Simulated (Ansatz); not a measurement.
The inner images of a band of CH5Al + H (8 atoms, charge 0, multiplicity 2) are given out of order.

All numbers below come from UHF/def2-SVP in Ansatz 0.2.0.

Image 0:

```xyz
8
Properties=species:S:1:pos:R:3
Al 0.036 0.003 -0.380
H 0.164 0.003 1.198
H 1.362 -0.004 -1.246
C -1.744 0.003 -1.221
H -2.301 -0.900 -0.948
H -2.344 0.850 -0.870
H -1.704 0.050 -2.312
H 0.095 -0.004 5.084
```

Image 6:

```xyz
8
Properties=species:S:1:pos:R:3
Al 0.171 0.712 -0.809
H -0.250 0.222 2.803
H 1.335 -0.372 -0.680
C -1.679 0.073 -1.107
H -1.964 -0.644 -0.329
H -2.424 0.871 -1.122
H -1.738 -0.460 -2.063
H 0.114 -0.403 2.612
```

**Question.** Put them in order from the first end to the last, with their energies above the first end.
A.
```xyz
8
Properties=species:S:1:pos:R:3
Al 0.120 0.793 -0.791
H 0.276 -0.338 2.573
H 1.342 -0.227 -0.666
C -1.693 0.057 -1.090
H -1.933 -0.692 -0.329
H -2.481 0.813 -1.085
H -1.729 -0.455 -2.059
H -0.339 0.048 2.751
```
B.
```xyz
8
Properties=species:S:1:pos:R:3
Al 0.046 0.105 -0.305
H 0.194 0.108 1.272
H 1.354 0.234 -1.189
C -1.731 -0.022 -1.140
H -2.412 -0.663 -0.573
H -2.197 0.971 -1.181
H -1.688 -0.394 -2.168
H 0.000 -0.339 4.589
```
C.
```xyz
8
Properties=species:S:1:pos:R:3
Al -0.001 0.730 -0.330
H 0.141 -0.479 2.118
H 1.377 0.014 -0.680
C -1.725 0.059 -1.036
H -2.346 -0.459 -0.298
H -2.297 0.929 -1.370
H -1.593 -0.610 -1.891
H 0.009 -0.184 2.790
```
D.
```xyz
8
Properties=species:S:1:pos:R:3
Al 0.011 0.093 -0.133
H 0.101 -0.103 1.432
H 1.343 0.405 -0.932
C -1.720 -0.017 -1.060
H -2.485 -0.518 -0.460
H -2.093 0.990 -1.281
H -1.642 -0.538 -2.019
H 0.050 -0.312 3.756
```
E.
```xyz
8
Properties=species:S:1:pos:R:3
Al -0.008 0.096 0.009
H 0.041 -0.166 1.760
H 1.341 0.453 -0.746
C -1.708 -0.013 -0.982
H -2.497 -0.533 -0.431
H -2.077 0.996 -1.201
H -1.578 -0.514 -1.947
H 0.051 -0.320 2.842
```

**Answer.** B (0.00 eV), D (+0.04 eV), E (+0.53 eV), C (-0.45 eV), A (-0.55 eV).

The run took 56 s on 1 thread of Arm Neoverse V2 (shared host), peak memory 0.13 GiB.
